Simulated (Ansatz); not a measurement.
Relaxation of FH₅OSi (8 atoms, charge 0, multiplicity 1), to a largest force component of 0.03 eV/Å in at most 50 steps.

Theory: RKS B3LYP/cc-pVDZ in Ansatz.

```xyz
8
Properties=species:S:1:pos:R:3
Si 0.113 0.373 -0.337
F 0.506 -0.191 2.377
O 1.691 -0.201 -0.514
H 1.783 -0.968 -1.095
H -0.395 0.937 -1.633
H -0.860 -0.661 0.121
H 0.217 1.497 0.610
H 0.677 0.708 2.233
```

**Question.** Where does it end, and by what steps?

**Answer.** The forces met the threshold. After 17 steps the energy has fallen by 0.390 eV; H8 moved furthest, 1.18 Å.

```csv
step,energy less start (eV),largest force component (eV/Å),accepted
0,0.0000,0.500,yes
1,-0.0414,0.633,yes
2,0.0075,0.917,no
3,-0.0484,0.591,yes
4,-0.0576,0.065,yes
5,-0.0629,0.469,yes
6,-0.0619,1.070,no
7,-0.0783,0.187,yes
8,-0.0928,0.354,yes
9,-0.1223,0.522,yes
10,-0.1617,1.248,yes
11,-0.2421,1.198,yes
12,-0.3573,0.533,yes
13,-0.3719,0.342,yes
14,-0.3880,0.110,yes
15,-0.3898,0.049,yes
16,-0.3901,0.051,yes
17,-0.3902,0.009,yes
```

```xyz
8
Properties=species:S:1:pos:R:3
Si -0.119 0.499 -0.411
F 0.842 -0.130 2.528
O 1.472 0.023 0.033
H 1.850 -0.703 -0.483
H -0.146 0.746 -1.886
H -1.113 -0.560 -0.070
H -0.371 1.752 0.342
H 1.317 -0.132 1.710
```

Whether the end is a true minimum wasn't checked by a vibrational analysis.

The run took 24 s on 1 thread of Intel(R) Xeon(R) 6975P-C (Granite Rapids), on a shared host, peak memory 0.15 GiB.
